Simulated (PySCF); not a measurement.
PySCF input (MN15/def2-TZVPD):

```python
from pyscf import gto, scf, dft

mol = gto.M(
    atom='''
    N    -0.00000000   -0.00000000   -1.20500663
    N    -0.00000000   -0.00000000   -0.06983899
    O     0.00000000    0.00000000    1.11548992
    ''',
    basis='def2-tzvpd',
    charge=1,
    spin=1,
    symmetry='C2v',
    verbose=4,
)

mf = dft.UKS(mol, xc='mn15').density_fit(auxbasis='def2-universal-jkfit')
mf.grids.level = 4
mf.conv_tol = 1e-9
mf.max_cycle = 100
mf.max_memory = 1500
mf.kernel()
if not mf.converged:
    mf = mf.newton()
    mf.kernel(mf.make_rdm1())
mf.analyze()
```

End of the output:

```
Extra cycle  E= -184.072202646224  delta_E= -3.88e-11  |g|= 2.82e-06  |ddm|= 8.19e-06
converged SCF energy = -184.072202646224  <S^2> = 0.77321849  2S+1 = 2.0230853
**** SCF Summaries ****
Total Energy =                        -184.072202646223730
Nuclear Repulsion Energy =              60.613263377364895
One-electron Energy =                 -362.571860778925270
Two-electron Energy =                  117.886394755336639
Two-electron Coulomb Energy =          139.567367157466919
DFT Exchange-Correlation Energy =      -21.680972402130280
HOMO-LUMO gap [eV] =                     5.167648602765980
Wave-function symmetry = B2
alpha occupancy for each irrep:     A1   A2   B1   B2
                                     7    0    2    2
beta  occupancy for each irrep:     A1   A2   B1   B2
                                     7    0    2    1
**** MO energy ****
alpha MO #1 (A1 #1), energy= -19.3559131104467 occ= 1
alpha MO #2 (A1 #2), energy= -14.6846879881151 occ= 1
alpha MO #3 (A1 #3), energy= -14.6074970787234 occ= 1
alpha MO #4 (A1 #4), energy= -1.6717697793208 occ= 1
alpha MO #5 (A1 #5), energy= -1.50631784590635 occ= 1
alpha MO #6 (A1 #6), energy= -1.02965431197867 occ= 1
alpha MO #7 (B2 #1), energy= -0.99455696990456 occ= 1
alpha MO #8 (B1 #1), energy= -0.977125216714322 occ= 1
alpha MO #9 (A1 #7), energy= -0.880307387301833 occ= 1
alpha MO #10 (B2 #2), energy= -0.793200509586353 occ= 1
alpha MO #11 (B1 #2), energy= -0.765852400957065 occ= 1
alpha MO #12 (B2 #3), energy= -0.350135037127034 occ= 0
alpha MO #13 (B1 #3), energy= -0.333490996868684 occ= 0
alpha MO #14 (A1 #8), energy= -0.207852007644782 occ= 0
alpha MO #15 (A1 #9), energy= -0.0725668690825726 occ= 0
alpha MO #16 (B2 #4), energy= -0.0697316680636469 occ= 0
alpha MO #17 (B1 #4), energy= -0.0648598063446341 occ= 0
alpha MO #18 (A1 #10), energy= -0.0566491382118852 occ= 0
alpha MO #19 (A1 #11), energy= -0.00944463900783887 occ= 0
alpha MO #20 (A2 #1), energy= 0.0474295109256812 occ= 0
alpha MO #21 (A1 #12), energy= 0.047448955582135 occ= 0
alpha MO #22 (A1 #13), energy= 0.0673716714057613 occ= 0
alpha MO #23 (B2 #5), energy= 0.0980666903723267 occ= 0
alpha MO #24 (B1 #5), energy= 0.10613595765041 occ= 0
alpha MO #25 (A1 #14), energy= 0.166330472228948 occ= 0
alpha MO #26 (A1 #15), energy= 0.172337375695939 occ= 0
alpha MO #27 (B2 #6), energy= 0.185732671497319 occ= 0
alpha MO #28 (B1 #6), energy= 0.191385244489848 occ= 0
alpha MO #29 (A2 #2), energy= 0.207887466735273 occ= 0
alpha MO #30 (A1 #16), energy= 0.208162949376207 occ= 0
alpha MO #31 (B2 #7), energy= 0.23477009651413 occ= 0
alpha MO #32 (B1 #7), energy= 0.242862084286917 occ= 0
alpha MO #33 (A1 #17), energy= 0.32608513572155 occ= 0
alpha MO #34 (A1 #18), energy= 0.359574904448625 occ= 0
alpha MO #35 (B2 #8), energy= 0.365632189209353 occ= 0
alpha MO #36 (B1 #8), energy= 0.375621673418974 occ= 0
alpha MO #37 (A2 #3), energy= 0.40019516516554 occ= 0
alpha MO #38 (A1 #19), energy= 0.400375672468344 occ= 0
alpha MO #39 (A1 #20), energy= 0.437123180790677 occ= 0
alpha MO #40 (A1 #21), energy= 0.483635127403133 occ= 0
alpha MO #41 (B2 #9), energy= 0.600193824705205 occ= 0
alpha MO #42 (B1 #9), energy= 0.607893749273286 occ= 0
alpha MO #43 (A1 #22), energy= 0.668000807315198 occ= 0
alpha MO #44 (A1 #23), energy= 0.708915301443847 occ= 0
alpha MO #45 (B2 #10), energy= 0.744872573782176 occ= 0
alpha MO #46 (B1 #10), energy= 0.762089573869554 occ= 0
alpha MO #47 (A1 #24), energy= 0.78013248191364 occ= 0
alpha MO #48 (A2 #4), energy= 0.780199189464064 occ= 0
alpha MO #49 (A1 #25), energy= 0.844198506719259 occ= 0
alpha MO #50 (B2 #11), energy= 0.935669364111279 occ= 0
alpha MO #51 (B1 #11), energy= 0.952176869906773 occ= 0
alpha MO #52 (A1 #26), energy= 1.06581649990632 occ= 0
alpha MO #53 (A2 #5), energy= 1.07828703191895 occ= 0
alpha MO #54 (A1 #27), energy= 1.07988792227254 occ= 0
alpha MO #55 (B2 #12), energy= 1.34794909992047 occ= 0
alpha MO #56 (B1 #12), energy= 1.37016368194156 occ= 0
alpha MO #57 (A1 #28), energy= 1.44932003428107 occ= 0
alpha MO #58 (A2 #6), energy= 1.45030433341846 occ= 0
alpha MO #59 (A1 #29), energy= 1.52436119901883 occ= 0
alpha MO #60 (B2 #13), energy= 1.63485890172068 occ= 0
alpha MO #61 (B1 #13), energy= 1.65759540766817 occ= 0
alpha MO #62 (A1 #30), energy= 1.90202425541199 occ= 0
alpha MO #63 (A1 #31), energy= 1.97042171414614 occ= 0
alpha MO #64 (B2 #14), energy= 2.07946817918652 occ= 0
alpha MO #65 (B1 #14), energy= 2.10079097480992 occ= 0
alpha MO #66 (A1 #32), energy= 2.14526358052887 occ= 0
alpha MO #67 (A1 #33), energy= 2.16957190389587 occ= 0
alpha MO #68 (B2 #15), energy= 2.17983873624783 occ= 0
alpha MO #69 (B1 #15), energy= 2.21389027831508 occ= 0
alpha MO #70 (A1 #34), energy= 2.57207475898284 occ= 0
alpha MO #71 (B2 #16), energy= 2.69010188737555 occ= 0
alpha MO #72 (B1 #16), energy= 2.75489587032701 occ= 0
alpha MO #73 (A1 #35), energy= 3.04301741813552 occ= 0
alpha MO #74 (A2 #7), energy= 3.04474760471924 occ= 0
alpha MO #75 (A1 #36), energy= 3.06231907727703 occ= 0
alpha MO #76 (A1 #37), energy= 3.12037610879405 occ= 0
alpha MO #77 (B2 #17), energy= 3.15380685515826 occ= 0
alpha MO #78 (B1 #17), energy= 3.15390319106141 occ= 0
alpha MO #79 (B2 #18), energy= 3.52682365484379 occ= 0
alpha MO #80 (B1 #18), energy= 3.55343421388219 occ= 0
alpha MO #81 (B2 #19), energy= 3.56770762417577 occ= 0
alpha MO #82 (B1 #19), energy= 3.56803882132692 occ= 0
alpha MO #83 (B2 #20), energy= 3.89731704274262 occ= 0
alpha MO #84 (B1 #20), energy= 3.91504522385933 occ= 0
alpha MO #85 (A1 #38), energy= 3.96236093101733 occ= 0
alpha MO #86 (A2 #8), energy= 3.96453969066847 occ= 0
alpha MO #87 (A1 #39), energy= 4.08080734282609 occ= 0
alpha MO #88 (A2 #9), energy= 4.1017634989826 occ= 0
alpha MO #89 (A1 #40), energy= 4.11136055295651 occ= 0
alpha MO #90 (A1 #41), energy= 4.1759949164094 occ= 0
alpha MO #91 (A2 #10), energy= 4.17765826164718 occ= 0
alpha MO #92 (A1 #42), energy= 4.30612003783457 occ= 0
alpha MO #93 (B2 #21), energy= 4.4751993684708 occ= 0
alpha MO #94 (B1 #21), energy= 4.51866087245283 occ= 0
alpha MO #95 (B2 #22), energy= 4.59937018173155 occ= 0
alpha MO #96 (B1 #22), energy= 4.60019062581999 occ= 0
alpha MO #97 (A1 #43), energy= 4.61688595955159 occ= 0
alpha MO #98 (A1 #44), energy= 5.16113627315412 occ= 0
alpha MO #99 (A2 #11), energy= 5.1647114570666 occ= 0
alpha MO #100 (B2 #23), energy= 5.2314951620448 occ= 0
alpha MO #101 (B1 #23), energy= 5.2756680198257 occ= 0
alpha MO #102 (A1 #45), energy= 5.30135058810839 occ= 0
[...]
```
